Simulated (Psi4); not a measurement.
# CH5BCl− (SMILES C[BH2-]Cl) at CCSD/6-311+G(d,p)

What is the vertical singlet–triplet gap of CH5BCl− at CCSD/6-311+G**? 

The results are computed with Psi4 1.11.

1 further run of the same task is left out (set aside as unsound or not needed).

### 1 The structure to begin with

CH5BCl− has 8 atoms, charge -1, and is taken as a singlet. SMILES: `C[BH2-]Cl`. The coordinates come from a GFN2-xTB relaxation.

Bond lengths: C1–B2 1.631 Å, B2–Cl3 1.898 Å, C1–H4 1.092 Å, C1–H5 1.092 Å, C1–H6 1.094 Å, B2–H7 1.209 Å, B2–H8 1.209 Å. Some angles: C1–B2–Cl3 107.8°, C1–B2–H7 112.7°, C1–B2–H8 112.6°, Cl3–B2–H7 105.6°, Cl3–B2–H8 105.6°, B2–C1–H4 112.4°, B2–C1–H5 112.3°, B2–C1–H6 110.4°, H7–B2–H8 111.9°, H4–C1–H5 107.1°.

### 2 A single-point energy at CCSD/6-311+G(d,p)

Input file ch5bcl.xyz:

```xyz
8
CH5BCl
C     -0.250810     0.813210    -0.116160
B      0.045260    -0.779890     0.071810
Cl     1.891270    -0.985600     0.462900
H     -0.018060     1.387960     0.783050
H      0.327230     1.249260    -0.933990
H     -1.308080     0.980960    -0.342480
H     -0.541280    -1.254220     1.016390
H     -0.145530    -1.411680    -0.941510
```

Input file job.py:

```python
import psi4

psi4.set_memory(1600000000)
psi4.set_num_threads(1)
psi4.core.set_output_file('psi4.out', False)

with open('ch5bcl.xyz') as f:
    atoms = ''.join(f.readlines()[2:])
molecule = psi4.geometry('-1 1\n' + atoms + 'symmetry c1')

psi4.set_options({
    'basis': '6-311+G**',
    'puream': True,
    'e_convergence': 1e-09,
    'd_convergence': 1e-08,
    'scf_type': 'pk',
    'num_frozen_docc': 7,
})

E, wfn = psi4.energy('ccsd', return_wfn=True)
print('E =', round(E, 9))
```

Run with:

```bash
$ python job.py
```

psi4.out, cut to the lines that bear on the results:

```text
[...]
  Running in c1 symmetry.
[...]
  Nuclear repulsion =   89.231483692041124
[...]
  Multiplicity = 1
[...]
  Nalpha       = 17
  Nbeta        = 17
[...]
    Number of basis functions: 104
[...]
   @RHF iter   1:  -524.89093018956032   -6.40685e-01   4.81577e-03 ADIIS/DIIS
[...]
   @RHF iter  10:  -525.04669013434454   -2.86491e-11   9.22714e-09 DIIS
[...]
    Orbital Energies [Eh]
    ---------------------
    Doubly Occupied:
       1A   -104.580099     2A    -11.003336     3A    -10.308214
       4A     -7.775952     5A     -7.774536     6A     -7.774500
       7A     -7.364554     8A     -0.850453     9A     -0.740324
      10A     -0.463310    11A     -0.367255    12A     -0.363363
      13A     -0.273562    14A     -0.271122    15A     -0.252578
      16A     -0.193828    17A     -0.187904
[...]
  @RHF Final Energy:  -525.04669013434454
   => Energetics <=
    Nuclear Repulsion Energy =             89.2314836920411238
    One-Electron Energy =                -907.4665653317997567
    Two-Electron Energy =                 293.1883915054141312
    Total Energy =                       -525.0466901343445443
[...]
 Multipole Moments:
 ------------------------------------------------------------------------------------
     Multipole            Electronic (a.u.)      Nuclear  (a.u.)        Total (a.u.)
 ------------------------------------------------------------------------------------
 L = 1.  Multiply by 2.5417464519 to convert [e a0] to [Debye]
 Dipole X            :          6.4967023           -6.1242231            0.3724792
 Dipole Y            :         -3.5118569            3.9847313            0.4728745
 Dipole Z            :          1.6005871           -1.5626761            0.0379110
 Magnitude           :                                                    0.6031486
[...]
      * MP2 total energy                      = -525.466499618540865
[...]
      * CCSD total energy                     = -525.509390910307388
```

The script printed:

```text
E = -525.50939091
```

Run time: 32 s. Hardware: 1 thread of Intel Xeon Platinum 8488C (Sapphire Rapids), shared host; peak memory 1 GiB.

### 3 The triplet at the same level

Input file ch5bcl.dat:

```
memory 1600 mb

molecule molecule1 {
  -1 3
  C     -0.250810     0.813210    -0.116160
  B      0.045260    -0.779890     0.071810
  Cl     1.891270    -0.985600     0.462900
  H     -0.018060     1.387960     0.783050
  H      0.327230     1.249260    -0.933990
  H     -1.308080     0.980960    -0.342480
  H     -0.541280    -1.254220     1.016390
  H     -0.145530    -1.411680    -0.941510
  units angstrom
  symmetry c1
  no_reorient
  no_com
}

set basis 6-311+G**
set reference uhf
set puream true
set e_convergence 1e-09
set d_convergence 1e-08
set scf_type pk
set num_frozen_docc 7
set maxiter 200

e = energy("ccsd")
```

Run with:

```bash
$ psi4 -i ch5bcl.dat -o ch5bcl.out -n 1
```

ch5bcl.out, cut to the lines that bear on the results:

```text
[...]
  Running in c1 symmetry.
[...]
  Nuclear repulsion =   89.231483692041138
[...]
  Multiplicity = 3
[...]
  Nalpha       = 18
  Nbeta        = 16
[...]
    Number of basis functions: 104
[...]
   @UHF iter   1:  -524.60205219971704   -3.51807e-01   4.98915e-03 DIIS/ADIIS
[...]
   @UHF iter  32:  -524.84161736340116   -2.61480e-12   7.67279e-09 DIIS
[...]
   @S^2 Observed:                2.025862757E+00
[...]
    Orbital Energies [Eh]
    ---------------------
    Alpha Occupied:
       1A   -104.734988     2A    -11.051049     3A    -10.460829
       4A     -7.936484     5A     -7.926031     6A     -7.924453
       7A     -7.489378     8A     -1.000975     9A     -0.799459
      10A     -0.608333    11A     -0.474573    12A     -0.435657
      13A     -0.388350    14A     -0.381028    15A     -0.367073
      16A     -0.355378    17A     -0.303206    18A      0.052141
    Alpha Virtual:
      19A      0.161495    20A      0.167379    21A      0.170166
      22A      0.229037    23A      0.235337    24A      0.245924
      25A      0.247017    26A      0.255971    27A      0.279508
[...]
  @UHF Final Energy:  -524.84161736340116
   => Energetics <=
    Nuclear Repulsion Energy =             89.2314836920411381
    One-Electron Energy =                -903.6847872819328131
    Two-Electron Energy =                 289.6116862264904626
    Total Energy =                       -524.8416173634011557
  UHF NO Occupations:
  HONO-2 :   16  A 1.9938706
  HONO-1 :   17  A 1.0000000
[...]
 Multipole Moments:
 ------------------------------------------------------------------------------------
     Multipole            Electronic (a.u.)      Nuclear  (a.u.)        Total (a.u.)
 ------------------------------------------------------------------------------------
 L = 1.  Multiply by 2.5417464519 to convert [e a0] to [Debye]
 Dipole X            :        -53.9989455           55.1560222            1.1570768
 Dipole Y            :         28.1281283          -28.0116182            0.1165100
 Dipole Z            :        -13.2087617           13.4413385            0.2325767
 Magnitude           :                                                    1.1859567
[...]
      * MP2 total energy                      = -525.262065103752889
[...]
      * CCSD total energy                     = -525.306875701015088
[...]
```

Wall time 3 min (1 thread of Intel Xeon Platinum 8488C (Sapphire Rapids), shared host); peak memory 1.1 GiB.

### 4 Outcome

Level: CCSD/6-311+G**, 7 core orbitals frozen.

```
                                                           quantity          value
                                              singlet: total energy  -525.50939 Eh
                       singlet: HOMO energy (Hartree–Fock orbitals)       -5.11 eV
                       singlet: LUMO energy (Hartree–Fock orbitals)        4.95 eV
     singlet: HOMO–LUMO gap (to an unbound level, set by the basis)       10.06 eV
               singlet: correlation energy (7 core orbitals frozen)     -462.7 mEh
                                             singlet: T1 diagnostic          0.009
                                              triplet: total energy  -525.30688 Eh
triplet: HOMO energy (Hartree–Fock orbitals) (highest over α and β)        1.42 eV
               triplet: correlation energy (7 core orbitals frozen)     -465.3 mEh
                         triplet: ⟨S²⟩ of the reference determinant          2.026
                                             triplet: T1 diagnostic          0.076
                   vertical energy of the triplet above the singlet       5.511 eV
```

**Reading.** At this shape the triplet lies 5.51 eV (127 kcal/mol) above the singlet. For an anion a state so high probably lies above electron detachment. The T1 diagnostic (triplet) of 0.076 is above the customary mark for such species, so a single reference may not serve. The HOMO (triplet) lies at positive energy, 1.42 eV: the electron is unbound at this level or held by a compact basis; values depend on the basis.
